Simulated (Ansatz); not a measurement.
# C2H5Si+ (SMILES C=C[SiH2+]): single points off equilibrium

Aim: energy, forces and dipole at a structure displaced at random from a GFN2-xTB minimum, from CCSD(T) and from density functionals.

The runs use Ansatz 0.2.0, Gaussian basis; single points in def2-TZVPP.

Cores are frozen in the correlated methods.

## Step 1: Where the work starts

SMILES `C=C[SiH2+]`, 8 atoms, charge 1, spin multiplicity 1.

Atoms are counted from 1 here; the program's logs count them from 0.

Bond lengths: C1–C2 1.310 Å, C1–H4 1.079 Å, C1–H5 1.065 Å, C2–Si3 1.845 Å, C2–H6 1.101 Å, Si3–H7 1.411 Å, Si3–H8 1.426 Å. Angles: C2–C1–H4 123.2°, C2–C1–H5 123.6°, H4–C1–H5 113.2°, C1–C2–Si3 125.1°, C1–C2–H6 117.4°, Si3–C2–H6 117.5°, C2–Si3–H7 122.2°, C2–Si3–H8 119.3°, H7–Si3–H8 118.5°.

Geometry (Å):

```
C    -0.32720    1.29910   -0.32460
C    -0.56120    0.01770   -0.18840
Si    0.65410   -1.22310    0.43390
H    -1.06740    2.00150   -0.67410
H     0.60930    1.75400   -0.10020
H    -1.55700   -0.34950   -0.48090
H     1.96740   -0.86740    0.80610
H     0.26350   -2.59030    0.53800
```

## Step 2: CCSD(T)/def2-TZVPP

Input file run/in.yaml:

```yaml
crystal:
  periodic: [false, false, false]
  atoms:
    - {symbol: C, position_ang: [-0.327200, 1.299100, -0.324600]}
    - {symbol: C, position_ang: [-0.561200, 0.017700, -0.188400]}
    - {symbol: Si, position_ang: [0.654100, -1.223100, 0.433900]}
    - {symbol: H, position_ang: [-1.067400, 2.001500, -0.674100]}
    - {symbol: H, position_ang: [0.609300, 1.754000, -0.100200]}
    - {symbol: H, position_ang: [-1.557000, -0.349500, -0.480900]}
    - {symbol: H, position_ang: [1.967400, -0.867400, 0.806100]}
    - {symbol: H, position_ang: [0.263500, -2.590300, 0.538000]}
basis:
  gaussian: {orbitals: def2-TZVPP}
total_charge: 1
correlation: {method: ccsd_t}
output: {forces: true}
```

The command line of these runs was not kept.

## Step 3: PBE0-D4/def2-TZVPP

Changes to run/in.yaml since step 2:

```diff
@@ -14,3 +14,3 @@
 total_charge: 1
-correlation: {method: ccsd_t}
-output: {forces: true}
+hamiltonian: {xc: pbe0, dispersion: d4}
+output: {forces: true, orbitals: {seedname: orbitals}}
```

## Step 4: wB97M-V/def2-TZVPP

Changes to run/in.yaml since step 3:

```diff
@@ -14,3 +14,3 @@
 total_charge: 1
-hamiltonian: {xc: pbe0, dispersion: d4}
-output: {forces: true, orbitals: {seedname: orbitals}}
+hamiltonian: {xc: {name: wB97M-V}}
+output: {forces: true}
```

## Step 5: r2SCAN-D4/def2-TZVPP

Changes to run/in.yaml since step 4:

```diff
@@ -14,3 +14,3 @@
 total_charge: 1
-hamiltonian: {xc: {name: wB97M-V}}
+hamiltonian: {xc: r2scan, dispersion: d4}
 output: {forces: true}
```

## Step 6: PBE-D4/def2-TZVPP

Changes to run/in.yaml since step 5:

```diff
@@ -14,3 +14,3 @@
 total_charge: 1
-hamiltonian: {xc: r2scan, dispersion: d4}
+hamiltonian: {xc: pbe, dispersion: d4}
 output: {forces: true}
```

## Step 7: CAM-B3LYP-D4/def2-TZVPP

Changes to run/in.yaml since step 6:

```diff
@@ -14,3 +14,3 @@
 total_charge: 1
-hamiltonian: {xc: pbe, dispersion: d4}
+hamiltonian: {xc: {name: CAM-B3LYP}, dispersion: d4}
 output: {forces: true}
```

## Step 8: revPBE-D4/def2-TZVPP

Changes to run/in.yaml since step 7:

```diff
@@ -14,3 +14,3 @@
 total_charge: 1
-hamiltonian: {xc: {name: CAM-B3LYP}, dispersion: d4}
+hamiltonian: {xc: {name: revPBE}, dispersion: d4}
 output: {forces: true}
```

(Steps that only read results are left out.)

Before running it: what results should come out? Wanted: energy less free atoms, CCSD(T)/def2-TZVPP; RMS force component; RMS force error; HOMO and LUMO, PBE0-D4; T1 diagnostic.

As calculated:

| quantity | value |
| --- | --- |
| energy less free atoms, CCSD(T)/def2-TZVPP | -2066.4 kJ/mol |
| RMS force component | 0.911 to 1.075 eV/Å over the methods |
| RMS force error | PBE0-D4 0.203, wB97M-V 0.205, r2SCAN-D4 0.150, PBE-D4 0.179, CAM-B3LYP-D4 0.252, revPBE-D4 0.153 eV/Å |
| HOMO and LUMO, PBE0-D4 | -14.40 and -9.06 eV |
| T1 diagnostic | 0.012 |

What this shows: Against CCSD(T) the functionals' energies less atoms differ by -105.1 to -49.1 kJ/mol, PBE-D4 by -105.1 kJ/mol. A larger basis would deepen the CCSD(T) value, while the functionals are nearly converged already, so the order here is not reliable. The forces of r2SCAN-D4 come nearest to CCSD(T), those of CAM-B3LYP-D4 are farthest. Frozen-core CCSD(T) forces in triple zeta carry basis errors of their own, and this is one geometry, so small gaps rank nothing.
